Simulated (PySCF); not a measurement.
Gas-phase reaction: AlH3 + N + 3 H ⇌ AlH3.NH3

Energies from PySCF, thermal terms from the rigid-rotor harmonic-oscillator model, ideal gas at 1 bar. † marks an energy on the PBE0/def2-TZVP geometry and frequencies; other levels use their own. MP2 freezes the core. 6-31G* has spherical d functions here. Open shells (unrestricted): N (multiplicity 4), H (multiplicity 2); the rest are closed-shell singlets. B3LYP is the form with VWN-RPA correlation. Adducts (AlH3.NH3) have no counterpoise correction, and HF, PBE, BLYP, B3LYP and PBE0 lack dispersion. AlH3, AlH3.NH3: computed as isolated molecules; such fragments, hydroxides, amides, oligomers or adducts are transient or little studied in the gas. MP2 isn't extrapolated to the basis-set limit; its ΔH°(298 K) is -1190.9 kJ in def2-SVP and -1245.2 kJ in def2-TZVPP. The harmonic model lacks anharmonicity and excited electronic states, which grow with temperature; levels with a mode under 35 cm⁻¹ are left out.

```csv
level,"ΔE electronic, kJ","ΔH°(298 K), kJ","ΔS°(298 K), J/K","ΔG°(600 K), kJ"
B3LYP/6-31G*,-1350,-1263,-435,-998
B3LYP/def2-TZVP†,-1363,-1277,-435,-1011
HF/def2-TZVP†,-943,-857,-435,-591
MP2/def2-SVP†,-1277,-1191,-435,-925
MP2/def2-TZVPP†,-1332,-1245,-435,-979
PBE0/def2-QZVP†,-1359,-1273,-435,-1007
PBE0/def2-TZVP,-1352,-1266,-435,-1000
r2SCAN/def2-TZVP†,-1354,-1268,-435,-1002
ωB97M-V/def2-TZVP†,-1371,-1285,-435,-1019
ωB97X-V/def2-TZVP†,-1369,-1283,-435,-1017
```
ΔH° is lowest at ωB97M-V/def2-TZVP† and highest at HF/def2-TZVP†. No reference value is set beside these.
